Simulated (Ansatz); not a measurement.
**Ruthenium, hcp under r²SCAN: how the Gaussian smearing moves the result**

Aim: find which Gaussian smearing width is enough for energy and pressure. The geometry was relaxed under r²SCAN beforehand and stays fixed; 7 values are run, from 0.01 to 1.0 eV. Wanted are the values from which on the energy stays within 10 and 1 meV/atom, and the pressure within 0.5 GPa, of the narrowest run. Within the series other settings stay, but some runs also write fields, which adds to their time. Spin polarisation is left out.

Method: DFT r²SCAN, plane waves with PAW, scalar-relativistic, in Ansatz 0.2.0.

**1. The starting structure**

The structure is hexagonal, space group P6_3/mmc (No. 194). Conventional cell: a = 2.706 Å, b = 2.706 Å, c = 4.258 Å, α = 90.00°, β = 90.00°, γ = 120.00°. Around Ru (site symmetry -6m2) lie 12 Ru at 2.64 to 2.71 Å.

As a file:

```cif
data_structure
_symmetry_space_group_name_H-M 'P6_3/mmc'
_symmetry_Int_Tables_number 194
_cell_length_a 2.7059
_cell_length_b 2.7059
_cell_length_c 4.2579
_cell_angle_alpha 90.000
_cell_angle_beta 90.000
_cell_angle_gamma 120.000
_cell_volume 27.00
loop_
_atom_site_label
_atom_site_type_symbol
_atom_site_symmetry_multiplicity
_atom_site_Wyckoff_symbol
_atom_site_fract_x
_atom_site_fract_y
_atom_site_fract_z
_atom_site_occupancy
Ru1 Ru 2 c 0.33333 0.66667 0.25000 1
```

**2. Width 0.01 eV**

The run at 0.01 eV.

Contents of input.yaml:

```yaml
crystal:
  lattice:
    - [2.7059477279, 0.0, 0.0]
    - [-1.3529738639, 2.3434194737, 0.0]
    - [0.0, 0.0, 4.2579056513]
  atoms:
    - { symbol: Ru, position: [0.3333333333, 0.6666666667, 0.25] }
    - { symbol: Ru, position: [0.6666666667, 0.3333333333, 0.75] }
hamiltonian:
  xc: r2scan
  pseudopotentials:
    kind: paw
    azcp:
      Ru: "pseudopotentials/Ru.paw.azcp"
basis:
  ecutwfc: 500
  fft_grid_basis: typed
kpoints:
  mp_grid: { grid: [13, 13, 8], shift: [0, 0, 0] }
magnetization:
  spin_polarized: false
scf:
  occupations: { method: gaussian, width: 0.01 }
  lower_state_search: "off"
output:
  stress: true
```

Command:

```
$ ansatz run input.yaml --threads 2 --pin off --max-ram 5120MiB --backend cpu --events-out ev --progress --plain --runs-dir out
```

**3. Width 0.03 eV**

The run at 0.03 eV.

input.yaml, as its differences from that of step 2:

```diff
@@ -22,3 +22,3 @@
 scf:
-  occupations: { method: gaussian, width: 0.01 }
+  occupations: { method: gaussian, width: 0.03 }
   lower_state_search: "off"
```

**4. Width 0.1 eV**

The run at 0.1 eV.

input.yaml, as its differences from that of step 3:

```diff
@@ -22,3 +22,3 @@
 scf:
-  occupations: { method: gaussian, width: 0.03 }
+  occupations: { method: gaussian, width: 0.1 }
   lower_state_search: "off"
```

**5. Width 0.2 eV**

The run at 0.2 eV.

input.yaml, as its differences from that of step 4:

```diff
@@ -22,3 +22,3 @@
 scf:
-  occupations: { method: gaussian, width: 0.1 }
+  occupations: { method: gaussian, width: 0.2 }
   lower_state_search: "off"
```

**6. Width 0.3 eV**

The run at 0.3 eV.

input.yaml, as its differences from that of step 5:

```diff
@@ -22,3 +22,3 @@
 scf:
-  occupations: { method: gaussian, width: 0.2 }
+  occupations: { method: gaussian, width: 0.3 }
   lower_state_search: "off"
```

**7. Width 0.6 eV**

The run at 0.6 eV.

input.yaml, as its differences from that of step 6:

```diff
@@ -22,3 +22,3 @@
 scf:
-  occupations: { method: gaussian, width: 0.3 }
+  occupations: { method: gaussian, width: 0.6 }
   lower_state_search: "off"
@@ -26 +26,5 @@
   stress: true
+  write_density: true
+  write_potential: true
+  elf: true
+  volumetric_format: npy
```

**8. Width 1.0 eV**

The run at 1.0 eV.

input.yaml, as its differences from that of step 7:

```diff
@@ -22,3 +22,3 @@
 scf:
-  occupations: { method: gaussian, width: 0.6 }
+  occupations: { method: gaussian, width: 1.0 }
   lower_state_search: "off"
```

(Steps that only read results are left out.)

What does the calculation give?

The runs gave:

```
                                           quantity                       value
       E(σ → 0) stays within 10 meV/atom of 0.01 eV                up to 0.6 eV
                   E(σ → 0) stays within 1 meV/atom                up to 0.3 eV
                      pressure stays within 0.5 GPa                up to 0.3 eV
                                pressure at 0.01 eV                   -0.22 GPa
energy of a separate run on a finer mesh (22×22×12)  -1.4 meV/atom from 0.01 eV
```

**Reading.** At 1.0 eV the energy differs by +18.3 meV/atom and the pressure by +4.4 GPa. The free energy F moves by -211.2 meV/atom over the range, and the estimate for σ → 0 by +18.3. With this scheme F falls about as the square of the width. The mesh (13×13×8) is fixed, so the narrowest widths carry a k-point error of their own. The yardstick itself is unsettled by 1.4 meV/atom against the finer mesh, so the thresholds above hold only within this series, and wider smearing, which averages over more states, can land nearer the fine-mesh value than the narrowest does.
